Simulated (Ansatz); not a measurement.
# CH6AlB: the cost of one run

Method: unrestricted cation, the program's frozen cores in correlated methods; program: Ansatz 0.2.0, Gaussian basis.

The runs, in order: UKS PBE-D4/def2-TZVPP; UKS r2SCAN-D4/def2-TZVPP; UKS PBE0-D4/def2-TZVPP; UKS B3LYP-D4/def2-TZVPP; UKS wB97X-V/def2-TZVPP; UKS wB97M-V/def2-TZVPP; UKS B2PLYP/def2-TZVPP; UHF-MP2/def2-TZVPP; UHF-MP2/def2-QZVPP; then −ε(HOMO) from the neutral's earlier runs with LDA (SPW92), PBE-D4, revPBE-D4, BLYP-D4, r2SCAN-D4, B97M-V, PBE0-D4, B3LYP-D4, r2SCANh-D4, r2SCAN0-D4, HSE06-D4, BHLYP-D4, CAM-B3LYP-D4, LC-ωPBE, ωB97X-V, ωB97M-V.

1 further run of the same task is left out (it didn't finish).

## 1. The geometry

An earlier PBE0-D4 in a triple-zeta def2 set relaxation fixed the geometry.

SMILES `B[CH2][AlH2]`, 9 atoms, charge 0, spin multiplicity 1.

Atoms are counted from 1 here; the program's logs count them from 0.

Bond lengths: B1–C2 1.509 Å, B1–H4 1.200 Å, B1–H5 1.200 Å, C2–Al3 1.984 Å, C2–H6 1.095 Å, C2–H7 1.095 Å, Al3–H8 1.584 Å, Al3–H9 1.584 Å. Angles: C2–B1–H4 120.7°, C2–B1–H5 120.7°, H4–B1–H5 118.3°, B1–C2–Al3 103.5°, B1–C2–H6 116.8°, B1–C2–H7 116.8°, Al3–C2–H6 101.7°, Al3–C2–H7 101.7°, H6–C2–H7 113.1°, C2–Al3–H8 119.3°, C2–Al3–H9 119.3°, H8–Al3–H9 121.2°.

## 2. Cation, UKS PBE-D4/def2-TZVPP

Contents of in.yaml:

```yaml
crystal:
  periodic: [false, false, false]
  atoms:
    - {symbol: B, position_ang: [-0.482513, 0.634044, -1.143456]}
    - {symbol: C, position_ang: [0.717750, 0.177661, -0.350252]}
    - {symbol: Al, position_ang: [-0.084389, -0.692779, 1.241899]}
    - {symbol: H, position_ang: [-1.012473, -0.100052, -1.931538]}
    - {symbol: H, position_ang: [-0.987780, 1.702110, -0.931846]}
    - {symbol: H, position_ang: [1.331475, 0.958360, 0.110120]}
    - {symbol: H, position_ang: [1.309477, -0.639017, -0.775500]}
    - {symbol: H, position_ang: [-0.363952, -2.251459, 1.214886]}
    - {symbol: H, position_ang: [-0.339195, 0.164935, 2.548688]}
basis:
  gaussian: {orbitals: def2-TZVPP}
total_charge: 1
magnetization: {spin_polarized: true, initial_magnetization: 1}
hamiltonian: {xc: pbe, dispersion: d4}
```

Command:

```
ansatz run in.yaml --threads 2 --pin off --events-out ev --progress --plain --max-ram 4352MiB
```

**Question.** How long does this run take on 2 threads of Arm Neoverse V2, shared host, and how much memory does it need?

About 23 s, with a peak of 0.45 GiB.
